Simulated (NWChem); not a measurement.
# triplet [NH4]+ at 6 levels

Wanted: a comparison of 6 runs (UHF/STO-3G, UHF/3-21G, UB3LYP/6-31G*, UB3LYP/def2-TZVPP, UM06-2X/def2-TZVPP, UPBE0/def2-TZVPP) of triplet [NH4]+. 

Program for the calculation: NWChem 7.3.0.

5 further runs of the same task are left out: 1 that didn't finish, 4 set aside as unsound or not needed. Runs told in other sessions of the task aren't counted.

## Step 1: The molecule

[NH4]+: 5 atoms, total charge +1, spin state triplet. SMILES of the parent species: `[NH4+]`. The coordinates come from a PBE0-D4/def2-TZVP relaxation. That shape belongs to the parent species and isn't relaxed for this state.

Bond lengths: N1–H2 1.024 Å, N1–H3 1.024 Å, N1–H4 1.024 Å, N1–H5 1.024 Å. Angles: H2–N1–H3 109.5°, H2–N1–H4 109.5°, H2–N1–H5 109.5°, H3–N1–H4 109.5°, H3–N1–H5 109.5°, H4–N1–H5 109.5°.

## Step 2: The energy at UHF/STO-3G (run 1)

File job.nw:

```
start job
memory total 2200 mb
charge 1

geometry noautosym nocenter noautoz
  N        0.000010       0.000010       0.000000
  H        0.453330      -0.447860       0.801010
  H       -0.972430       0.216180       0.235210
  H        0.023940      -0.633460      -0.803650
  H        0.495160       0.865130      -0.232580
end

basis spherical bse
  * library STO-3G
end

scf
  triplet
  uhf
  thresh 1e-08
  maxiter 80
end

task scf
```

On the command line:

```console
nwchem job.nw > job.out
```

The program printed:

```text
[...]
  functions       =     9
[...]
  wavefunction    = UHF
[...]
         Total SCF energy =    -55.202331696907
      One electron energy =   -102.452099646941
      Two electron energy =     30.874496685845
 Nuclear repulsion energy =     16.375271264189
                       Sz =      1.0000
                 Sz(Sz+1) =      2.0000
                      S^2 =      2.0100
[...]
```

Wall time 1 s (1 thread of Intel Xeon Platinum 8259CL at 2.50GHz (Skylake/Cascade Lake), shared host); peak memory 0.1 GiB.

## Step 3: The energy at UHF/3-21G (run 2)

File mymol.xyz:

```xyz
5

N      0.000010     0.000010     0.000000
H      0.453330    -0.447860     0.801010
H     -0.972430     0.216180     0.235210
H      0.023940    -0.633460    -0.803650
H      0.495160     0.865130    -0.232580
```

File run.py:

```python
from ase.io import read
from ase.calculators.nwchem import NWChem

mol = read('mymol.xyz')

calc = NWChem(
    label='mymol',
    theory='scf',
    memory='2200 mb',
    basis='3-21G',
    basispar='spherical bse',
    charge=1,
    scf={'nopen': '2', 'uhf': None, 'thresh': '1e-08', 'maxiter': '80', 'print': 'low'},
    task='energy',
)
mol.calc = calc

e = mol.get_potential_energy()
print(f"E = {e:.6f} eV")
```

On the command line:

```console
export ASE_NWCHEM_COMMAND="nwchem PREFIX.nwi > PREFIX.nwo"
python run.py
```

The program printed:

```text
E = -1515.536065 eV
```

The calculator wrote mymol.nwi:

```
title "mymol"

permanent_dir mymol

scratch_dir mymol

start mymol

geometry units angstrom nocenter noautosym noautoz
  N  1.0000000000000001e-05 1.0000000000000001e-05 0.0000000000000000e+00
  H  4.5333000000000001e-01 -4.4785999999999998e-01 8.0101000000000000e-01
  H  -9.7243000000000002e-01 2.1618000000000001e-01 2.3521000000000000e-01
  H  2.3939999999999999e-02 -6.3346000000000002e-01 -8.0364999999999998e-01
  H  4.9515999999999999e-01 8.6512999999999995e-01 -2.3258000000000001e-01
end

charge 1

memory 2200 mb

basis spherical bse noprint
   * library 3-21G
end

scf
  nopen 2
  uhf
  thresh 1e-08
  maxiter 80
  print low
end

task scf energy
```

mymol.nwo:

```text
Northwest Computational Chemistry Package (NWChem) 7.3.0
             --------------------------------------------------------

           Job information
           ---------------

    nwchem branch   = 7.3.0
    use scalapack   = T
    input           = mymol.nwi
    prefix          = mymol.
    data base       = mymol/mymol.db
    status          = startup
    nproc           =        1

           Memory information
           ------------------

[... 5 lines left out ...]
    hardfail = no
[... 37 lines left out ...]
            Nuclear Dipole moment (a.u.)
[... 60 lines left out ...]
 Forming initial guess at       0.0s

 Starting SCF solution at       0.1s

  ga_iter_lsolve: convergence stagnant ... aborting solve

       Final UHF  results
       ------------------

         Total SCF energy =    -55.694923579141
      One electron energy =   -102.866201262512
      Two electron energy =     30.796006419182
 Nuclear repulsion energy =     16.375271264189

                       Sz =      1.0000
                 Sz(Sz+1) =      2.0000
                      S^2 =      2.0062

        Time for solution =      0.6s

 Task  times  cpu:        0.6s     wall:        0.6s
 Total times  cpu:        0.7s     wall:        0.7s
```

Wall time 2.2 s (1 thread of Intel Xeon Platinum 8259CL at 2.50GHz (Skylake/Cascade Lake), shared host); peak memory 0.1 GiB.

Runs 3 to 5 aren't shown in full; the table further down has their settings and results.

## Step 4: The energy at UPBE0/def2-TZVPP (run 6)

File h4n.xyz:

```xyz
5
H4N
N      0.000010     0.000010     0.000000
H      0.453330    -0.447860     0.801010
H     -0.972430     0.216180     0.235210
H      0.023940    -0.633460    -0.803650
H      0.495160     0.865130    -0.232580
```

File h4n.nw:

```
start h4n
title "H4N"
memory total 2200 mb
charge 1

geometry noautosym nocenter noautoz
   load h4n.xyz
end

basis "ao basis" spherical bse
   N library def2-TZVPP
   H library def2-TZVPP
end

dft
   xc pbe0
   mult 3
   grid xfine
   convergence energy 1e-08
   iterations 100
   mulliken
end

task dft
```

On the command line:

```console
nwchem h4n.nw > h4n.out
```

The program printed:

```text
[...]
          Wavefunction type:  spin polarized.
          No. of atoms     :     5
          No. of electrons :    10
[...]
          Charge           :     1
          Spin multiplicity:     3
[...]
          AO basis - number of functions:    87
[...]
              XC Information
              --------------
                         PBE0 Method XC Functional
                     Hartree-Fock (Exact) Exchange  0.250
          PerdewBurkeErnzerhof Exchange Functional  0.750
            Perdew 1991 LDA Correlation Functional  1.000 local
           PerdewBurkeErnz. Correlation Functional  1.000 non-local
[...]
 d= 0,ls=0.0,diis     1    -56.2377987454 -7.26D+01  1.57D-02  3.26D-01     6.4
[...]
 d= 0,ls=0.0,diis    29    -56.3240676155 -2.54D-09  1.57D-06  5.19D-11   155.1
[...]
         Total DFT energy =      -56.324067615542
      One electron energy =     -103.270090588271
           Coulomb energy =       38.503184227467
    Exchange-Corr. energy =       -7.932432518927
 Nuclear repulsion energy =       16.375271264189
[...]
      Total Density - Mulliken Population Analysis
     ---------------------------------------------
    Atom       Charge   Shell Charges
 -----------   ------   -------------------------------------------------------
    1 N    7     6.33   0.82  1.15  0.65  0.84 -0.42  1.49  1.48  0.31  0.00  0.01  0.00
    2 H    1     1.00   0.20  0.34  0.40  0.02  0.03  0.00
    3 H    1     0.84   0.24  0.36  0.19  0.02  0.03  0.00
    4 H    1     1.00   0.20  0.34  0.40  0.02  0.03  0.00
    5 H    1     0.84   0.24  0.36  0.19  0.02  0.03  0.00
[...]
      <S2> =      2.0034 (Exact =     2.0000)
[...]
```

It took 2.6 min on 1 thread of Intel Xeon Platinum 8259CL at 2.50GHz (Skylake/Cascade Lake), shared host; peak memory 0.13 GiB.

## Step 5: All runs side by side

```csv
run,level,iteration cap,module,energy (Eh),⟨S²⟩,wall time
1,UHF/STO-3G,80,scf,-55.202332,2.010,1 s
2,UHF/3-21G,80,scf,-55.694924,2.006,2.2 s
3,UB3LYP/6-31G* (spherical functions),100,dft,-56.347733,2.002,32 s
4,UB3LYP/def2-TZVPP,100,dft,-56.397530,2.003,3 min
5,UM06-2X/def2-TZVPP,100,dft,-56.343774,2.003,3.5 min
6,UPBE0/def2-TZVPP,100,dft,-56.324068,2.003,2.6 min
```

## Step 6: Summary of results

| quantity | value |
| --- | --- |
| run 6: total energy | -56.32407 Eh |
| run 6: HOMO energy (highest over α and β) | -9.78 eV |
| run 6: ⟨S²⟩ | 2.003 |

In words: Totals of different functionals can't be ranked against each other. In run 1 the basis is minimal, so the values are rough. All runs together took 9.7 min, the longest 3.5 min.
